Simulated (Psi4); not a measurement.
Process, species as SMILES: C (CH4) → [CH3-] + H+
B3LYP-D3(BJ)/def2-TZVP geometries, fixed; electronic energies without zero-point terms.
Largest species:
```xyz
5

C      0.0000     0.0000     0.0000
H      0.6205     0.6269     0.6390
H     -0.6429    -0.6249     0.6185
H      0.6369    -0.6328    -0.6166
H     -0.6146     0.6308    -0.6409
```
Charge 0, spin multiplicity 1.

Basis-set convergence of the deprotonation energy at MP2 with Psi4. Cartesian d functions, on some or all atoms, in 6-31G**; all else is spherical. Density fitting with the program's default auxiliary sets. Cores are frozen. Psi4's default fitting sets serve the pcseg sets less well. No added dispersion term, no relativity. Functions are those of the species that has most. Reference: Hartree-Fock in aug-cc-pVQZ plus the correlation part extrapolated as X^-3 from aug-cc-pVTZ and aug-cc-pVQZ, 423.74 kcal/mol, itself unsure by roughly 0.06 kcal/mol (a third of the extrapolation step and of the last Hartree-Fock step). Deviations are taken from unrounded values.

| basis | functions | deprotonation energy (kcal/mol) | minus reference (kcal/mol) |
|---|---|---|---|
| 3-21G | 17 | 466.94 | 43.19 |
| 6-31G** | 35 | 460.84 | 37.09 |
| 6-311+G** | 46 | 428.27 | 4.53 |
| def2-SVPD | 52 | 431.25 | 7.51 |
| def2-TZVP | 55 | 432.58 | 8.83 |
| aug-cc-pVDZ | 59 | 421.87 | -1.87 |
| aug-pcseg-1 | 59 | 424.20 | 0.46 |
| 6-311++G(2d,2p) | 67 | 425.92 | 2.17 |
| cc-pVTZ | 86 | 437.40 | 13.65 |
| pcseg-2 | 86 | 432.25 | 8.51 |
| def2-TZVPP | 87 | 433.21 | 9.46 |
| aug-cc-pVTZ | 138 | 423.75 | 0.01 |
| aug-pcseg-2 | 138 | 424.79 | 1.05 |
| def2-QZVPP | 177 | 428.51 | 4.76 |
| pcseg-3 | 192 | 426.32 | 2.57 |
| def2-QZVPPD | 195 | 427.14 | 3.40 |
| aug-cc-pVQZ | 264 | 423.80 | 0.06 |
| aug-pcseg-3 | 281 | 424.40 | 0.66 |
